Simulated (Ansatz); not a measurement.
# [PH2]− (SMILES [PH2-]) at HF/def2-TZVPPD

Aim: the vertical singlet–triplet gap of [PH2]− at HF/def2-TZVPPD, from 2 runs. 

Program for the calculation: Ansatz 0.2.0.

### Step 1. The system as given

[PH2]−: 3 atoms, total charge -1, spin state singlet. As SMILES, `[PH2-]`. The shape is that of a GFN2-xTB optimisation.

Bond lengths: P1–H2 1.345 Å, P1–H3 1.345 Å. Angles: H2–P1–H3 91.0°.

### Step 2. A single-point energy at HF/def2-TZVPPD

Input file run.yaml:

```yaml
crystal:
  periodic: [false, false, false]
  atoms:
    - {symbol: P, position_ang: [0.498920, -0.293580, 0.245050]}
    - {symbol: H, position_ang: [0.105590, 0.990220, 0.165130]}
    - {symbol: H, position_ang: [-0.604500, -0.696650, -0.410180]}
basis:
  gaussian: {orbitals: def2-TZVPPD.json}
total_charge: -1
hamiltonian: {xc: hf}
accuracy: high
output: {orbitals: {seedname: orbitals}}
```

The basis set def2-TZVPPD is read from a file made from the Basis Set Exchange's data (not shown).

Run with:

```console
$ ansatz run run.yaml --threads 1 --pin off --max-ram 2610MiB --events-out events.jsonl --progress --plain --runs-dir runs
```

The program printed:

```text
Warning: RAYON_NUM_THREADS=1 ignored (pool sized by the plan → 1); use --threads N
Functional definition: HF
  name "HF"
  exchange = exact_x
  correlation = 0
1229 factors; integrals over basis functions are off by at most 4.0e-9 eV
mean field evaluation 1: about -9302.1925 eV, gradient 1.1e1 eV
mean field evaluation 2: about -9302.1928 eV, gradient 1.1e1 eV
mean field evaluation 4: about -9302.7964 eV, gradient 1.3e0 eV
mean field evaluation 8: about -9302.8112 eV, gradient 6.6e-5 eV
mean field evaluation 16: about -9302.8112 eV, gradient 1.2e-8 eV
mean field -9302.81120682 eV, -341.8720061787 hartree, gradient 1.2e-8 eV, S^2 0.000000; 0 other end points of the search recorded, 0 dependent functions left out
reference -9302.81120682 eV, -341.8720061787 hartree; 9, 9 occupied and 73, 73 virtual orbitals, 1229 factors
Total energy: -9302.81120682 eV, -341.8720061787 hartree
```

Run time: 1.7 s. Hardware: 1 thread of Arm Neoverse N1, shared host; peak memory 0.14 GiB.

### Step 3. The triplet at the same level

Input file in.yaml:

```yaml
crystal:
  periodic: [false, false, false]
  atoms:
    - {symbol: P, position_ang: [0.498920, -0.293580, 0.245050]}
    - {symbol: H, position_ang: [0.105590, 0.990220, 0.165130]}
    - {symbol: H, position_ang: [-0.604500, -0.696650, -0.410180]}
basis:
  gaussian:
    orbitals: def2-TZVPPD.json
total_charge: -1
magnetization:
  spin_polarized: true
  initial_magnetization: 2
hamiltonian:
  xc: hf
accuracy: high
output:
  orbitals: {seedname: orbitals}
```

The basis set def2-TZVPPD is read from a file made from the Basis Set Exchange's data (not shown).

Run with:

```console
$ ansatz run in.yaml --threads 1 --pin off --max-ram 2610MiB --events-out events.jsonl --progress --plain --runs-dir runs
```

The program printed:

```text
Warning: RAYON_NUM_THREADS=1 ignored (pool sized by the plan → 1); use --threads N
[... 4 set-up lines as earlier in the session ...]
1229 factors; integrals over basis functions are off by at most 4.0e-9 eV
mean field evaluation 1: about -9299.2159 eV, gradient 1.3e1 eV
mean field evaluation 2: about -9299.2138 eV, gradient 1.3e1 eV
mean field evaluation 4: about -9300.9137 eV, gradient 1.6e0 eV
mean field evaluation 8: about -9300.9610 eV, gradient 1.4e-3 eV
mean field -9300.96098791 eV, -341.8040118878 hartree, gradient 5.5e-8 eV, S^2 2.020678; 0 other end points of the search recorded, 0 dependent functions left out
reference -9300.96098791 eV, -341.8040118878 hartree; 10, 8 occupied and 72, 74 virtual orbitals, 1229 factors
Total energy: -9300.96098791 eV, -341.8040118878 hartree
```

It took 2.4 s on 1 thread of Arm Neoverse N1, shared host; peak memory 0.17 GiB.

### Step 4. What came out

At HF/def2-TZVPPD:

| quantity | value |
| --- | --- |
| singlet: total energy | -341.87201 Eh |
| singlet: HOMO energy | -0.86 eV |
| singlet: LUMO energy | 6.71 eV |
| singlet: HOMO–LUMO gap (to an unbound level, set by the basis) | 7.57 eV |
| triplet: total energy | -341.80401 Eh |
| triplet: HOMO energy (highest over α and β) | 2.00 eV |
| triplet: LUMO energy (lowest over α and β) | 5.81 eV |
| triplet: ⟨S²⟩ | 2.021 |
| vertical energy of the triplet above the singlet | 1.850 eV |

What this shows: At this shape the triplet lies 1.85 eV (43 kcal/mol) above the singlet. Its highest level lies above zero, so the electron may be held by the basis, which then sets this gap. The HOMO (triplet) lies at positive energy, 2.00 eV: the electron is unbound at this level or held by a compact basis; values depend on the basis.
